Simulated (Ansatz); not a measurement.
Compare A (`C=COC=C`) with its isomer B (`C=CCC=O`).

Computed with Ansatz on PBE0-D4/def2-TZVP structures; ΔE is electronic, products minus reactants. CCSD(T)/CBS adds triple-zeta CCSD(T) − MP2 to the extrapolated MP2 energy (def2 sets, frozen cores). Functionals use def2-TZVPP. B3LYP here is the variant with VWN-RPA as its local correlation; programs differ in this. Each species was taken in one conformer, which may not be the lowest.

A:

Z-matrix (Å, degrees):
```
C
C 1 1.326
H 1 1.082 2 123.1
H 1 1.081 2 118.8 3 -178.6
O 2 1.356 1 127.2 3 -1.9
H 2 1.084 1 122.6 3 177.1
C 5 1.361 2 118.1 1 -17.4
C 7 1.322 5 121.8 2 149.5
H 7 1.087 5 114.6 2 -33.5
H 8 1.081 7 119.6 5 175.2
H 8 1.083 7 121.5 5 -4.0
```

B:

```xyz
11

C    -1.182   -1.411   -0.133
C    -0.475   -0.385   -0.583
C    -0.016    0.758    0.263
C     1.486    0.872    0.284
O     2.143    1.003    1.278
H    -1.486   -2.218   -0.790
H    -1.485   -1.479    0.907
H    -0.189   -0.355   -1.633
H    -0.388    1.701   -0.165
H    -0.380    0.683    1.289
H     1.973    0.831   -0.716
```

Which is lower in electronic energy at CCSD(T)/CBS, and by how much? (An estimate is asked.)

The calculation gave: B, by 62.9 kJ/mol.

Give E(B) − E(A) in kJ/mol with B3LYP, CCSD/def2-TZVPP, r2SCAN-D4, B3LYP-D4, B2PLYP, PBE-D4, MP2/def2-TZVPP. (Estimate.)

Ansatz gave: B3LYP -57.1, CCSD/def2-TZVPP -66.9, r2SCAN-D4 -55.8, B3LYP-D4 -56.6, B2PLYP -62.0, PBE-D4 -56.3, MP2/def2-TZVPP -68.4. None reverses the order clearly.

Largest T1 diagnostic: 0.013.

From PBE to PBE0 (25 % exact exchange), in def2-TZVPP and without D4, E(B) − E(A) moves by −3.2 kJ/mol.
